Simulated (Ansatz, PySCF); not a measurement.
Reaction: H2S (SMILES S) → H2S+ (parent SMILES S, doublet) + e-
Each species at its own B3LYP-D3(BJ)/def2-TZVP minimum (Ansatz, an electronic-structure program).

Property: adiabatic ionisation energy (0 K, zero-point energies from PySCF's Hessians at B3LYP-D3(BJ)/def2-TZVP), in eV. UHF or UKS for unpaired electrons; spin-orbit terms are left out. CBS(X,Y): correlation extrapolated as X^-3, Hartree-Fock from the larger set (Q,5: extrapolated as (X+1)exp(-9√X)). A bracket is a step between two methods taken in the basis named. The functionals are non-relativistic, so their misses hold any scalar relativity. '+ core + X2C': CCSD(T) terms for core correlation (cc-pwCVTZ, 1s frozen past Ne) and scalar relativity (cc-pVTZ-DK).

Measured: 10.46 eV (CCCBDB table in ASE).

### Question
How far off this value is PBE/def2-TZVPD (Ansatz), in which direction, and which of these levels come nearer: r2SCAN/def2-TZVPD, PBE0/def2-TZVPD, CCSD(T)/CBS(cc-pV(Q+d)Z,cc-pV(5+d)Z) + core + X2C?

### Answer
PBE gives 10.34 eV, 0.12 eV below it. Errors of the others: r2SCAN/def2-TZVPD (Ansatz) -0.16; PBE0/def2-TZVPD (Ansatz) -0.13; CCSD(T)/CBS(cc-pV(Q+d)Z,cc-pV(5+d)Z) + core + X2C (Ansatz) 0.01; CCSD(T)/CBS(cc-pV(Q+d)Z,cc-pV(5+d)Z) + [CCSDT(Q) - CCSD(T)]/cc-pV(Q+d)Z + [CCSDTQ - CCSDT(Q)]/cc-pV(D+d)Z + core + X2C (Ansatz) 0.01 eV. Nearer than PBE: CCSD(T)/CBS(cc-pV(Q+d)Z,cc-pV(5+d)Z) + core + X2C, CCSD(T)/CBS(cc-pV(Q+d)Z,cc-pV(5+d)Z) + [CCSDT(Q) - CCSD(T)]/cc-pV(Q+d)Z + [CCSDTQ - CCSDT(Q)]/cc-pV(D+d)Z + core + X2C.
